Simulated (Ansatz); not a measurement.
A made-up structure of CH2BN, singlet:

```xyz
5
angstrom
B -1.9744 0.0302 0.7057
C -0.5678 -0.2377 0.4040
N 0.5311 0.0013 -0.1975
H -1.7655 -1.0410 1.0682
H 1.2417 0.6240 0.1822
```

It is relaxed with PBE-D4/def2-SVP and then PBE0-D4/def2-TZVP (Ansatz 0.2.0). Atoms count as bonded within 1.22 times the sum of their covalent radii (H–H: 0.88 Å). The end point is not checked to be a true minimum.

(1) Does its bonding change? (A judgement: the text doesn't fix the answer.)

## Answers

(1) By the calculation: No: no bond forms or breaks.

Where it ends: The first stage lowers the energy by 2.98 eV in 12 steps. It ends as CH₂BN ([BH][C][NH]):
```json
{"atom": "B1", "x (Å)": "-1.5636", "y (Å)": "-0.5646", "z (Å)": "0.7735"}
{"atom": "C2", "x (Å)": "-0.2968", "y (Å)": "-0.2063", "z (Å)": "0.3603"}
{"atom": "N3", "x (Å)": "0.8634", "y (Å)": "-0.0074", "z (Å)": "-0.0213"}
{"atom": "H4", "x (Å)": "-2.6457", "y (Å)": "-0.8331", "z (Å)": "1.1269"}
{"atom": "H5", "x (Å)": "1.1079", "y (Å)": "0.9882", "z (Å)": "-0.0767"}
```

Labels in which every atom is bracketed show which atoms are joined, not bond orders.

For scale, one of the runs: PBE0-D4/def2-TZVP relaxation, 105 basis functions, launched by `ansatz run in.yaml --threads 2 --pin off --events-out ev --progress --plain --max-ram 4352MiB`. The run took about 7.5 s on 2 CPU threads of an Arm Neoverse V2 (shared host).
